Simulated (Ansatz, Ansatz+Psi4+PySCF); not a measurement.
```yaml
atoms:
  - { symbol: C, position_ang: [0.0000, -0.5259, 0.0000] }
  - { symbol: O, position_ang: [0.0000, 0.6740, 0.0000] }
  - { symbol: H, position_ang: [0.9386, -1.1183, 0.0000] }
  - { symbol: H, position_ang: [-0.9386, -1.1183, 0.0000] }
```

Basis set: cc-pVTZ (spherical functions). Left uncorrelated: 2 orbitals. Charge 0, multiplicity 1.

Computed with Ansatz (development build ahead of 0.2.0); each method stands on the lowest determinant of its kind that the runs found. Restricted open shells among the atoms or ions are ROHF, correlated in semicanonical orbitals with singles.

The atomization energy at this shape (free ground-state atoms in the same class of orbitals less the molecule, no zero-point energy) of singlet CH₂O:

| method | atomization energy |
| --- | --- |
| RHF-MP2 | 16.16 eV |

Q: What does RHF give?

A: 11.43 eV.
